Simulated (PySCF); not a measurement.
acetamide cation (C₂H₅NO), SMILES CC(N)=O (connectivity only; charge and spin as stated), charge +1, multiplicity 2. Atoms are numbered in the order given.

```xyz
9

C     -0.5100    -1.3059     0.0000
C      0.0828     0.0881     0.0000
N     -0.6292     1.1850     0.0000
O      1.3462     0.0814     0.0000
H     -1.1210    -1.4071     0.9127
H     -1.1210    -1.4071    -0.9127
H      0.2775    -2.0723     0.0000
H     -0.1907     2.1075     0.0000
H     -1.6473     1.1384     0.0000
```
Charge +1, spin multiplicity 2.

Geometry optimised at B3LYP-D3(BJ)/def2-SVP. The spin state was assumed, not searched. One conformer was computed; it need not be the lowest.

Two levels are set side by side: PBE/pcH-1 (PySCF) and PBE0/pcH-1 (PySCF). Contact hyperfine couplings, same geometry. Differences are taken from unrounded values.

```tsv
quantity	PBE
A(iso) of 13C, atom C1 (MHz)	33.8
A(iso) of 13C, atom C2 (MHz)	-21.0
A(iso) of 14N, atom N3 (MHz)	18.4
A(iso) of 17O, atom O4 (MHz)	-28.9
A(iso) of 1H, atom H5 (MHz)	41.0
A(iso) of 1H, atom H6 (MHz)	41.0
A(iso) of 1H, atom H7 (MHz)	15.0
A(iso) of 1H, atom H8 (MHz)	0.0
A(iso) of 1H, atom H9 (MHz)	6.8
```

Question: These are the PBE values. What does PBE0 give? (An estimate is asked for; the answer gives what the named calculation found.)

Answer: 
| quantity | PBE0 | PBE minus PBE0 |
|---|---|---|
| A(iso) of 13C, atom C1 (MHz) | 36.6 | -2.8 |
| A(iso) of 13C, atom C2 (MHz) | -36.3 | 15.3 |
| A(iso) of 14N, atom N3 (MHz) | 18.6 | -0.2 |
| A(iso) of 17O, atom O4 (MHz) | -48.0 | 19.1 |
| A(iso) of 1H, atom H5 (MHz) | 25.4 | 15.6 |
| A(iso) of 1H, atom H6 (MHz) | 25.4 | 15.6 |
| A(iso) of 1H, atom H7 (MHz) | 8.2 | 6.8 |
| A(iso) of 1H, atom H8 (MHz) | -1.1 | 1.1 |
| A(iso) of 1H, atom H9 (MHz) | 5.9 | 0.9 |

Rough cost on one machine, each run with all the roots and properties that it gave: PBE0 against PBE within a factor of 2.
